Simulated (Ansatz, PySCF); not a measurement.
Process, species as SMILES: NN (N2H4) [hydrazine] + H+ → N[NH3+]
Each molecule is optimised on its own at B3LYP-D3(BJ)/def2-TZVP (Ansatz, a quantum-chemistry and plane-wave program), one conformer each, not searched for the lowest. Frequencies are from Ansatz or PySCF.
Geometry of the first species:
```
N
H 1 1.0116
H 1 1.0154 2 108.30
N 1 1.4300 2 107.93 3 122.00
H 4 1.0116 1 107.93 2 150.52
H 4 1.0154 5 108.30 1 -122.00
```

Property: proton affinity (enthalpy at 298 K, with B3LYP-D3(BJ) rigid-rotor harmonic-oscillator terms), positive where the reaction releases energy, in kJ/mol. Valence correlation only, unless marked. No spin-orbit coupling. No relativistic terms. CBS marks a two-point X^-3 extrapolation of the correlation energy; Hartree-Fock from the larger set.

Level to compare with: CCSD(T)/CBS(cc-pVTZ,cc-pVQZ) (Ansatz), 867.0 kJ/mol. It is a level with limits of its own, and the differences hold the functionals' basis error too.

Problem. Rank these functionals by how close they come to CCSD(T)/CBS(cc-pVTZ,cc-pVQZ), closest first: BLYP/def2-TZVPD (Ansatz); TPSSh/def2-TZVPD (PySCF); PW6B95/def2-TZVPD (PySCF).

Solution. PW6B95/def2-TZVPD (hybrid meta-GGA, 864.8 kJ/mol, difference -2.2), TPSSh/def2-TZVPD (hybrid meta-GGA, 873.9 kJ/mol, difference 6.9), BLYP/def2-TZVPD (GGA, 855.0 kJ/mol, difference -12.0)
